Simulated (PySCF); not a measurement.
Proton affinity of 3-methyl-2-butanone, site by site

Molecule: 3-methyl-2-butanone, `CC(=O)C(C)C` (C5H10O). Numbering: `[CH3:1][C:2](=[O:3])[CH:4]([CH3:5])[CH3:6]`

Level of theory: ωB97X-D3(BJ)/def2-TZVP single points in PySCF, grid level 2; every species was optimised with PBE0-D3(BJ)/def2-SVP. ωB97X-D3(BJ) is ωB97X-V with D3(BJ) in place of VV10. Zero-point and thermal terms (298.15 K, 1 bar) come from unscaled PBE0-D3(BJ)/def2-SVP harmonic frequencies, with soft modes damped to free rotors in the entropy.

```csv
site,product,PA / kcal/mol,GB / kcal/mol
O3 (carbonyl oxygen),CC(=[OH+])C(C)C,203.3,195.6
```

PA is −ΔH and GB is −ΔG of B + H⁺ → BH⁺ in the gas phase. Sites whose products fell apart, merged with another or lost in a GFN2-xTB screen aren't listed.

In THF the product from O3 is solvated 46.6 kcal/mol more strongly than the parent (electrostatics only).

In 1,4-dioxane the product from O3 is solvated 29.6 kcal/mol more strongly than the parent (electrostatics only).

Measured values (NIST Chemistry WebBook, evaluated or the median of agreeing entries): proton affinity (−ΔH) 836 kJ/mol (computed 851, difference 14); gas-phase basicity (−ΔG) 804 kJ/mol (computed 819, difference 14).

Differences come from unrounded values, so a last digit can differ from that of the printed terms.
